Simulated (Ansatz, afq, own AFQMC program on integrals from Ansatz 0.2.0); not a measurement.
Integrals from Ansatz 0.2.0, then the random walk in our own AFQMC program (afq).

```yaml
crystal:
  periodic: [false, false, false]
  atoms:
    - {symbol: Ge, position_ang: [0.000000, 0.000000, 0.000000]}
    - {symbol: H, position_ang: [0.000000, 0.000000, 1.633171]}
basis:
  gaussian: {orbitals: aug-cc-pVDZ}
magnetization: {spin_polarized: true, initial_magnetization: 1}
correlation: {method: ccsd_t, electrons: outside_noble_gas, hamiltonian_folder: ham}
```

```sh
$ ansatz run in.yaml --threads 1 --pin off --events-out ev --progress --plain --max-ram 16896MiB --backend cuda --devices 0, --max-vram 18GiB
```

afq runs on the folder ham with

```
--method phaseless --trial cisd --walkers 160 --populations 1 --least-time 40 --time-step 0.005 --steps-per-block 50 --equilibration-blocks 40 --max-blocks 240 --target-error 0.00054 --factor-cut 1e-05 --start determinant --seed 6691 --taylor-order 4
```

Times are imaginary, in 1/Eh. The walk had a cap of 60 s. Filled inner d shells are frozen with the cores.

```
orbitals 31  electrons 3 2  factors 224 of 493
reference energy -2075.86350220 Eh
CCSD correlation -0.08610283 Eh in 11 cycles, weight of the determinant in the CISD state 0.9255
energy of the start -2075.949604 Eh
 block  time / (1/Eh)  mean weight  energy / Eh
     1     0.250  0.9996  -2075.949345
     2     0.500  0.9989  -2075.949755
     3     0.750  0.9995  -2075.949835
     4     1.000  0.9993  -2075.950158
     5     1.250  0.9995  -2075.950902
     8     2.000  1.0000  -2075.951525
    11     2.750  0.9996  -2075.951254
    26     6.500  1.0012  -2075.952391
    41    10.250  1.0008  -2075.953028
    51    12.750  1.0005  -2075.953070
    56    14.000  1.0002  -2075.952301
    71    17.750  0.9994  -2075.950734
    86    21.500  0.9999  -2075.951765
   101    25.250  1.0005  -2075.952149
   116    29.000  0.9990  -2075.951638
   131    32.750  1.0009  -2075.951135
   146    36.500  1.0004  -2075.952474
   161    40.250  1.0003  -2075.951331
   176    44.000  1.0002  -2075.951293
   191    47.750  0.9998  -2075.950666
   196    49.000  1.0001  -2075.952211
blocks merged  error / Eh  count
     1  0.000052  160
     2  0.000063  80
     4  0.000084  40
     8  0.000095  20
    16  0.000079  10
energy -2075.951814 +/- 0.000095 Eh
(rows thinned)
```

Problem. Estimate how long the walk took on 1 × NVIDIA H100 80GB HBM3 with 2 threads of AMD EPYC 7R13 Processor (Zen 3), with other jobs on the host (the card was shared).

Solution. 40 s of wall time.

The run passed its tests (sampling time, drift between the halves within three errors, error under three times the target), which doesn't prove that it has relaxed. The second half of the sampling lies above the first by 1.5 errors of their difference, so the energy may still be moving and its error bar be too small.

Against this walk (error 2.6 meV) on the same determinant: CCSD(T) 11.9 meV higher, CCSDT(Q) 4.0 meV lower (within the noise), CCSDTQ 4.3 meV lower (within the noise), full CI 4.3 meV lower (within the noise), a separate phaseless walk with a CISD trial and standard settings 1.1 ± 2.9 meV higher (within the noise). The error is statistical and leaves out the bias of the constraint.

Cautions: constraint bias not in the error; no relativity below Rb; no spin-orbit coupling; inner d shell frozen.

CCSDT and higher add their correlation energy to the determinant of the CCSD(T) run, since their own runs factorise the integrals more tightly (a shift of under 2 meV).
